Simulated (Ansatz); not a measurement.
Two isomers of C8H18: A = `CCCCCCCC`, B = `CCC(C)CC(C)C`.

Program: Ansatz. Geometries: PBE0-D4/def2-TZVP. ΔE: electronic, gas phase. CCSD(T)/CBS is the MP2 limit (def2-TZVPP, def2-QZVPP) plus CCSD(T) − MP2 in def2-TZVPP, frozen cores. DFT in def2-TZVPP. B3LYP here is the variant with VWN-RPA as its local correlation; programs differ in this. Each species was taken in one conformer, which may not be the lowest.

Which is lower in electronic energy at CCSD(T)/CBS, and by how much? (Estimate.)

Ansatz gave: B, by 10.0 kJ/mol.

Give E(B) − E(A) in kJ/mol with ωB97M-V, HF/def2-TZVPP, B3LYP, B3LYP-D4, PBE-D4, r2SCAN-D4, CCSD(T)/def2-TZVPP. (Best estimate.)

The calculation gave: ωB97M-V -9.1, HF/def2-TZVPP 6.8, B3LYP 2.6, B3LYP-D4 -6.0, PBE-D4 -6.5, r2SCAN-D4 -8.1, CCSD(T)/def2-TZVPP -10.4. The order is the other way round with HF/def2-TZVPP, B3LYP.

Largest T1 diagnostic: 0.009.

The D4 term adds −8.6 kJ/mol with B3LYP and −4.9 kJ/mol with PBE0; it sums over pairs of atoms, weighted by their polarisabilities, and B3LYP, whose exchange is more repulsive, gets the larger term. From BLYP to BHLYP (50 % exact exchange), in def2-TZVPP and without D4, E(B) − E(A) moves by −3.1 kJ/mol.
